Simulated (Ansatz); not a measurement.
Mulliken charges of AlF2H (`[F][AlH][F]`) from r2SCAN/def2-TZVPP in Ansatz (PBE0-D4/def2-TZVP geometry).

```csv
atom,x (Å),y (Å),z (Å),charge (e)
F1,-0.019,-0.988,1.292,-0.351
Al2,0.039,0.005,-0.010,0.839
F3,-1.212,-0.041,-1.067,-0.351
H4,1.248,0.964,-0.236,-0.137
```

Problem. By hand: the dipole of these point charges (1 e Å = 4.8032 D).

Solution. Σ q r = (0.294, 0.233, -0.055) e Å, of length 0.379 e Å = 1.82 D.

Problem. How does the dipole of the full density compare? (Best estimate.)

Solution. Computed: (0.204, 0.162, -0.038) e Å, 1.26 D; the point charges give 1.44 times that, at 0° from its direction.

Point charges leave out the atoms' own dipoles, such as those of lone pairs, and Mulliken's split depends on the basis, so the two needn't agree.
